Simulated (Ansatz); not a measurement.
# AlCO+ (quintet): the correlation ladder, cc-pVTZ

How much of the correlation energy of AlCO+ (quintet) does each wave-function method recover here?

The runs use Ansatz 0.2.0, Gaussian basis; cc-pVTZ, core rule «outside noble gas», up to 7 orbitals frozen.

The runs, in order: UHF; CCSD(T) on ROHF; CCSD(T) on UHF; BCCD(T) on ROHF; CCSDT(Q) on ROHF; CCSDT(Q) on UHF; CASSCF and NEVPT2, 12 electrons in 12 orbitals.

5 further runs of the same task are left out: 2 for a known fault of the program, 3 set aside as unsound or not needed.

## 1. What is computed

The geometry is a PBE0/def2-TZVP stationary point (not a proven minimum) of the parent state, kept for this charge and spin.

3 atoms, charge 1, spin multiplicity 5.

Atoms are counted from 1 here; the program's logs count them from 0.

Bond lengths: Al1–C2 1.847 Å, C2–O3 1.158 Å. Angles: Al1–C2–O3 180.0°.

Coordinates:

```xyz
3

Al    0.0000    0.0000    1.6172
C     0.0000    0.0000   -0.2294
O     0.0000    0.0000   -1.3878
```

## 2. UHF

Input file in.yaml:

```yaml
crystal:
  periodic: [false, false, false]
  atoms:
    - {symbol: Al, position_ang: [0.000000, 0.000000, 1.617200]}
    - {symbol: C, position_ang: [0.000000, 0.000000, -0.229400]}
    - {symbol: O, position_ang: [0.000000, 0.000000, -1.387800]}
basis:
  gaussian: {orbitals: cc-pVTZ}
total_charge: 1
magnetization: {spin_polarized: true, initial_magnetization: 4}
hamiltonian: {xc: hf}
output: {orbitals: {seedname: orbitals}}
```

Run with:

```
> ansatz run in.yaml --threads 1 --pin off --events-out ev --progress --plain --max-ram 2560MiB --backend cpu
```

The runs that follow: CCSD(T) on ROHF; CCSD(T) on UHF; BCCD(T) on ROHF; CCSDT(Q) on ROHF; CCSDT(Q) on UHF; CASSCF and NEVPT2, 12 electrons in 12 orbitals.

Before running them: what should the planned runs give, taken together? Wanted: UCCSDT(Q) from the RHF energy; RMP2 from UCCSDT(Q); UMP2 from UCCSDT(Q); RCCSD from UCCSDT(Q); RCCSD(T) from UCCSDT(Q); UCCSD(T) from UCCSDT(Q); RCCSDT(Q) from UCCSDT(Q); NEVPT2 valence from UCCSDT(Q); T1 diagnostic.

As calculated:

```
                         quantity                      value
    UCCSDT(Q) from the ROHF energy                 -9.7262 eV
              RMP2 from UCCSDT(Q)                +1078.9 meV
              UMP2 from UCCSDT(Q)                +1127.3 meV
             RCCSD from UCCSDT(Q)                 +424.3 meV
          RCCSD(T) from UCCSDT(Q)                  +62.6 meV
          UCCSD(T) from UCCSDT(Q)                  +60.2 meV
         RCCSDT(Q) from UCCSDT(Q)                   +6.5 meV
    NEVPT2 valence from UCCSDT(Q)                +1258.0 meV
levels within 1 kcal/mol (43 meV)  RCCSDT, UCCSDT, RCCSDT(Q)
                    T1 diagnostic                      0.024
   effectively unpaired electrons                       4.02
```

**Reading.** RCCSD(T) misses by +62.6 meV, 0.6 % of the correlation energy. One determinant dominates. These misses are within one basis, not against nature; the frozen cores of restricted and unrestricted runs differ, which can shift their rows.
